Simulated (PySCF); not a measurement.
Cartesian coordinates in Å; atom numbers follow the order of the lines, from 1:
```xyz
9

Si   -0.3841    0.6188   -1.1170
O    -0.2908    0.4939    0.5386
C     0.3486   -0.5574    1.2036
H    -0.0987   -1.5394    0.9590
H     0.2497   -0.4029    2.2888
H     1.4278   -0.6065    0.9651
H     0.9820    0.7054   -1.7254
H    -1.1529    1.8579   -1.4084
H    -1.0816   -0.5698   -1.7042
```

Geometry: PBE0-D3(BJ)/def2-SVP; GIAO absolute shieldings from PySCF, gas phase, non-relativistic, averaged over equivalent atoms.

At PBE0/pcSseg-1 (88 basis functions, 5 s wall time on 1 thread of an Arm Neoverse V1, shared host):
| atoms | σ (ppm) |
| --- | --- |
| Si1 | 381.2 |
| O2 | 345.4 |
| C3 | 129.8 |
| H7/H8/H9 | 26.53 |
| H4/H5/H6 | 27.71 |

Task: Predict the values at B3LYP/pcSseg-1 on the same geometry.

Result: 
```csv
atoms,σ at B3LYP/pcSseg-1,change
Si1,373.1,-8.1
O2,337.9,-7.5
C3,123.8,-6.0
H7/H8/H9,26.74,+0.21
H4/H5/H6,27.78,+0.07
```

The largest change is at Si1 (silicon bonded to O, 3 H). Cost: 88 basis functions, 3.5 s wall time on 1 thread of an Arm Neoverse V1, shared host.
